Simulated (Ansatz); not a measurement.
One change: `[SH][Mg][Cl]` becomes `[F][Mg][Cl]`.

Ansatz, PBE0-D4/def2-TZVP geometries, multiplicity 1. Each molecule was computed in one conformer, which needn't be the lowest.

```csv
property,`[SH][Mg][Cl]`
LUMO energy (PBE/def2-TZVPP) / eV,-2.32
"ideal-gas entropy at 298 K and 1 bar (rigid rotor, harmonic PBE0-D4/def2-TZVP) / J/(mol·K)",303
LUMO energy (PBE0/def2-TZVPP) / eV,-1.62
size of the dipole moment (ωB97M-V/def2-TZVPP) / D,0.89
size of the dipole moment (PBE/def2-TZVPP) / D,0.93
LUMO energy (B3LYP/def2-TZVPP) / eV,-1.90
```

Q: Give the same properties after the change, and the shifts. (Estimate.)

A: Ansatz gave: 
```
                                                                                  property  `[F][Mg][Cl]`  shift
                                                         LUMO energy (PBE/def2-TZVPP) / eV          -2.53  -0.21
ideal-gas entropy at 298 K and 1 bar (rigid rotor, harmonic PBE0-D4/def2-TZVP) / J/(mol·K)            265    -38
                                                        LUMO energy (PBE0/def2-TZVPP) / eV          -1.79  -0.17
                                        size of the dipole moment (ωB97M-V/def2-TZVPP) / D           0.08  -0.81
                                            size of the dipole moment (PBE/def2-TZVPP) / D           0.12  -0.81
                                                       LUMO energy (B3LYP/def2-TZVPP) / eV          -2.13  -0.23
```

With PBE0 the HOMO falls by 1.59 eV and the LUMO falls by 0.17 eV, so the gap widens by about 1.42 eV. PBE moves the HOMO by -1.39 eV and ωB97M-V by -1.71 eV. The zero-point energy changes by -17.2 kJ/mol with -2 modes. Dipoles are sizes alone; their direction can turn.

B3LYP here is the variant with VWN-RPA as its local correlation; programs differ in this.
